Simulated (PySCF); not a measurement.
**Nitrogen: a sound run and one with changed settings**

Sound run: N [He] 2s2 2p3, N⁺ [He] 2s2 2p2. All numbers are calculated (PySCF 2.14, no relativity, point nucleus, in aug-cc-pVDZ (4s3p2d, 23 functions)). In the sound run the correlated levels freeze 1s2. The sound run starts from symmetry-adapted Hartree-Fock orbitals and uses a fine grid where one is needed.

A second run was set up differently.

```
species   method  sound run (hartree)  changed run (hartree)  converged
      N      UHF            -54.39318              -54.39318        yes
      N   r2SCAN            -54.57113              -54.57113        yes
      N      LDA            -54.12066              -54.12066        yes
      N      MP2            -54.46817              -54.45102        yes
      N  CCSD(T)            -54.48698              -54.48698        yes
     N⁺      UHF            -53.88126              -53.88126        yes
     N⁺   r2SCAN            -54.02542              -54.02542        yes
     N⁺      LDA            -53.56872              -53.56872        yes
     N⁺      MP2            -53.93610              -53.92350        yes
     N⁺  CCSD(T)            -53.95937              -53.95937        yes
```

Ionisation energy of N:

```tsv
method	sound run (eV)	changed run (eV)
UHF	13.930	13.930
r2SCAN	14.850	14.850
LDA	15.019	15.019
MP2	14.478	14.355
SCS-MP2	14.260	14.188
CCSD	14.346	14.346
CCSD(T)	14.357	14.357
```

Q: What was changed?
A. radial grid too coarse
B. too few SCF iterations
C. all electrons correlated in a valence basis
D. level shift left on

A: D. It used initial guess sap, at most 50 SCF cycles, level shift 0.5 hartree. A level shift leaves the converged SCF energy unchanged but raises the virtual orbital energies, which shrinks MP2 if it is not removed.
